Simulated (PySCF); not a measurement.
Species: C2H3Cl2 (doublet state).
SMILES with atom numbers: `[CH3:1][C:2]([Cl:3])[Cl:4]` (hydrogens: H5, H6, H7 on C1)

Computed with UKS B3LYP, pcH-1 on C Cl H, non-relativistic, mean-field spin-orbit, GIAO (PySCF). Isolated species at its GFN2-xTB geometry, gas phase. Couplings are sensitive to structure, and on GFN2-xTB geometries they can be far from those on DFT ones. Stability of the SCF solution: not tested.

Question: Break the g tensor into its mass correction, gauge correction and orbital-Zeeman/spin–orbit terms.

Answer: 
```json
{"Δg (ppt)": "relativistic mass correction", "1": "-0.20", "2": "-0.20", "3": "-0.20"}
{"Δg (ppt)": "gauge correction", "1": "0.00", "2": "0.03", "3": "0.03"}
{"Δg (ppt)": "orbital Zeeman/spin–orbit", "1": "-1.19", "2": "8.85", "3": "10.09"}
{"Δg (ppt)": "total", "1": "-1.39", "2": "8.68", "3": "9.92"}
```

So g = 2.00093, 2.01100, 2.01224 and g_iso = 2.00806; the tensor is close to axial: the two nearest values differ by 11 % of g3 − g1. Axes: g3 points within 11° of the C1–C2 bond.

Question: What are the electron Larmor frequencies g μB B/h along the three axes at 330 mT?

Answer: 9.2418, 9.2883, 9.2941 GHz for g1, g2 and g3, a range of 52.3 MHz.

Question: What effective moment and Curie constant follow for a powder?

Answer: With the mean of g² = 4.0323 and S(S+1) = 0.75: μ_eff = √(⟨g²⟩S(S+1)) = 1.739 μB and χT = 0.12505·⟨g²⟩·S(S+1) = 0.378 cm³ K/mol (cgs; spin-Hamiltonian part alone).

Question: In a frozen sample, at which fields do the three g values resonate at 9.5, 34, 94 and 263 GHz (hyperfine left aside), and which band first spreads them over more than twice a line width of 1.0 mT?

Answer: 
```csv
band,GHz,B(g3) mT,B(g2) mT,B(g1) mT,spread mT
X,9.5,337.31,337.52,339.22,1.91
Q,34.0,1207.22,1207.97,1214.05,6.83
W,94.0,3337.62,3339.68,3356.49,18.87
J,263.0,9338.23,9343.99,9391.03,52.80
```

The spread grows in proportion to the frequency. Q band is the first where it exceeds 2.0 mT.

The Mulliken spin populations are largest on C2 (+0.82), Cl4 (+0.08), Cl3 (+0.08) and H5 (+0.06). C2 is the only atom above +0.15. The angles at C2 add up to 351.9°, so it is slightly pyramidal.

The HOMO–LUMO gaps are 5.99 eV among the α and 6.45 eV among the β orbitals.
